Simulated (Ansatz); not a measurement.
Results of LDA in Ansatz (PAW) for graphite.

Settings: plane-wave cutoff 520 eV, 24×24×8 k mesh (along the axes of the cell as run), Fermi–Dirac smearing 0.05 eV, scalar-relativistic PAW data made under PBE.

Properties against volume:

Shape and atoms are relaxed at each volume.

| V (Å³/atom) | P (GPa) | c (Å) | a (Å) |
|---|---|---|---|
| 8.266 | 1.46 | 6.402 | 2.442 |
| 8.438 | 0.63 | 6.527 | 2.444 |
| 8.610 | 0.00 | 6.653 | 2.445 |
| 8.783 | -0.50 | 6.780 | 2.446 |
| 8.955 | -0.85 | 6.909 | 2.447 |

Note: the bulk modulus comes from volumes at which shape and atoms were relaxed.

Ansatz is a first-principles code.
